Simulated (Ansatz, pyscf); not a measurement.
•C≡CH + H₂O → HC≡C–OH + H•, a substitution at O on the doublet surface: H–O broken, C–O formed. PySCF, gas phase, ωB97X-D3(BJ)/def2-SVP geometries. Wave-function energies: Ansatz (a program for electronic structure), frozen core, RHF or UHF references. In kJ/mol, from the separated reactants.

```csv
level,barrier,reaction energy
PBE0-D3(BJ)/def2-TZVP,75.75,-42.20
PBE/def2-TZVP,41.23,-47.49
CCSD(T)/cc-pV(D+d)Z,124.58,-21.13
CCSDT(Q)/cc-pV(D+d)Z,[?],[?]
CCSD(T)/cc-pV(T+d)Z,124.75,-10.77
CCSD(T)/cc-pV(Q+d)Z,[?],-7.34
```

Task: What belongs in the gaps?

Result: 
- CCSDT(Q)/cc-pV(D+d)Z, barrier: 123.19
- CCSDT(Q)/cc-pV(D+d)Z, reaction energy: -17.72
- CCSD(T)/cc-pV(Q+d)Z, barrier: 125.11

In cc-pV(D+d)Z, going from CCSD(T) to CCSDT(Q) shifts the barrier by -1.38 and the reaction energy by +3.41 kJ/mol. With HF in the quadruple-zeta basis and the correlation energy extrapolated as X⁻³ from X = 3, 4, CCSD(T) gives 125.40 and -7.20; adding the double-zeta shift gives ΔE‡ = 124.02 and ΔE = -3.80 kJ/mol, without core correlation, relativity or geometry relaxation at these levels. On the reactant side the descent ends in a complex, 26.70 kJ/mol under the separated species and 131.88 kJ/mol under the saddle at ωB97X-D3(BJ)/def2-TZVP. At ωB97X-D3(BJ)/def2-TZVP the barrier from the zero used here is 105.18 kJ/mol. The same reactants have a lower exit, to H₂C=C•–OH (barrier +73.29 kJ/mol at ωB97M-D3(BJ)/def2-TZVP, against +98.21 kJ/mol here). HC≡C–OH lies 153.51 kJ/mol over its isomer H₂C=C=O (electronic energy, ωB97M-D3(BJ)/def2-TZVP). One saddle was located; it need not be the lowest between these sides. The angle at the attacked O is 122°. An open-shell T1 diagnostic exceeds 0.045. A UHF reference is spin-contaminated (<S²> up to 1.15), which harms MP2 most. C₂H has a Π state close over its Σ ground state, and the state reached was not checked.
